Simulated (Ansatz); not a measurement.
# AlN₂ (quartet): from Hartree-Fock to the top rungs, def2-QZVPP

One table from this session's results is given with a row withheld; the runs are named, their logs left out.

Computed with Ansatz 0.2.0, Gaussian basis. Level: def2-QZVPP, core rule «outside noble gas», up to 7 orbitals frozen.

To be run: UHF; ROHF; CCSD(T) on UHF.

## What is computed

The geometry is a PBE0/def2-TZVP stationary point (not a proven minimum).

3 atoms, charge 0, spin multiplicity 4.

Atoms are counted from 1 here; the program's logs count them from 0.

Bond lengths: Al1–N2 1.785 Å, N2–N3 1.137 Å. Angles: Al1–N2–N3 180.0°.

Geometry (Å):

```csv
atom,x (Å),y (Å),z (Å)
Al1,0.00000,0.00000,1.56920
N2,0.00000,0.00000,-0.21600
N3,0.00000,0.00000,-1.35320
```

The first run:

The input, in.yaml:

```yaml
crystal:
  periodic: [false, false, false]
  atoms:
    - {symbol: Al, position_ang: [0.000000, 0.000000, 1.569200]}
    - {symbol: N, position_ang: [0.000000, 0.000000, -0.216000]}
    - {symbol: N, position_ang: [0.000000, 0.000000, -1.353200]}
basis:
  gaussian: {orbitals: "def2-QZVPP.json"}
magnetization: {spin_polarized: true, initial_magnetization: 3}
hamiltonian: {xc: hf}
output: {orbitals: {seedname: orbitals}}
```

The run is started by

```bash
ansatz run in.yaml --threads 1 --pin off --events-out ev --progress --plain --max-ram 2393MiB
```

Among the steps run: UHF; ROHF; CCSD(T) on UHF.

One of the session's tables, all rows but one given; the rest of the session is left out.

It belongs to the step «Misses and costs». 

| method | from UCCSD(T) (kcal/mol) |
| --- | --- |
| ROHF | +297.29 |
| UHF | +287.76 |
| UMP2 | +29.20 |
| UCCSD | ? |
| UCCSD(T) | 0 |

**Question.** Estimate the row for UCCSD.

The run gave: from UCCSD(T) (kcal/mol): +15.66. In the column «from UCCSD(T) (kcal/mol)» it lies between UCCSD(T) (0) and UMP2 (+29.20).
